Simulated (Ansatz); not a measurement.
Basis-set extrapolation for `OC1(O)C=N1` (PBE0-D4/def2-TZVP geometry, frozen core, Ansatz). Multiplicity 1, RHF reference.

```csv
,def2-TZVPP,def2-QZVPP
HF,-281.692589,-281.705391
MP2 correlation,-0.983888,-1.057015
CCSD(T) correlation,-1.036769,not run
```

Energies in hartree. Use E(X) = E(∞) + A·exp(−7.88·√X) for Hartree–Fock and E(X) = E(∞) + B·X^(−2.97) for correlation, with X = 3 and 4, and add CCSD(T) minus MP2 of the smaller set to the MP2 limit.

Q: What is the CCSD(T) energy at the basis-set limit?

A: HF limit: -281.705391 + (-0.012802) × 0.13774 = -281.70715. MP2 limit: -1.057015 + (-0.073127) × 0.74074 = -1.11118. Higher-order term: -1.036769 − (-0.983888) = -0.05288. Total: -282.87121 hartree, 372.4 kJ/mol below CCSD(T)/def2-TZVPP.
